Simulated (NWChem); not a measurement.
System: hydrogen sulfide (H2S); SMILES S

Computed with NWChem. Pople sets run with spherical d functions. Each level has its own optimisation; frequencies are unscaled.

For level Hartree-Fock/6-31G*:

| Quantity | Result |
|---|---|
| r H–S (Å) | 1.326 |
| highest harmonic frequency (cm⁻¹) | 2926 |
| lowest (cm⁻¹) | 1368 |
| zero-point energy (kcal/mol) | 10.3 |
| dipole (D) | 1.41 |

Task: What are these values for level PBE/def2-SVP?

Result: 
| Item | Result |
|---|---|
| r H–S (Å) | 1.361 |
| highest harmonic frequency (cm⁻¹) | 2651 |
| lowest (cm⁻¹) | 1150 |
| zero-point energy (kcal/mol) | 9.2 |
| dipole (D) | 1.29 |
